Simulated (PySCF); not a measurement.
SiO₂: bend–stretch map

Method: BP86/[Si def2-TZVP, O def2-TZVP], no relativity, density fitting, PySCF.

Rigid scan from the singlet minimum (Si–O 1.527 Å (×2); O–Si–O 180.0°). Coordinate: rows scale both bonds, columns set the O–Si–O angle. Energies in kJ/mol from the minimum.

```tsv
scale \ angle	90	105	120	135	150	165	180
0.94	498.5	340.6	218.8	?	90.2	61.5	52.2
0.97	420.5	277.0	165.6	93.5	47.0	20.5	11.9
1.00	?	?	141.2	75.1	?	8.0	0.0
1.03	349.2	?	139.1	78.7	39.5	17.2	9.9
1.06	377.3	238.1	154.1	99.1	63.3	43.0	36.4
1.10	388.6	487.2	193.5	145.3	113.9	96.1	90.3
```

Fill in the five missing cells, row by row.

140.6, 372.9, 242.8, 32.3, 231.6.

The bond scale of lowest energy on the grid is 1.03 at 90°, 1.03 at 105°, 1.03 at 120°, 1.00 at 135°, 1.00 at 150°, 1.00 at 165°, 1.00 at 180°.

Other isomers or separated fragments may lie lower.

The scan took of the order of 9 core-minutes on a shared host.
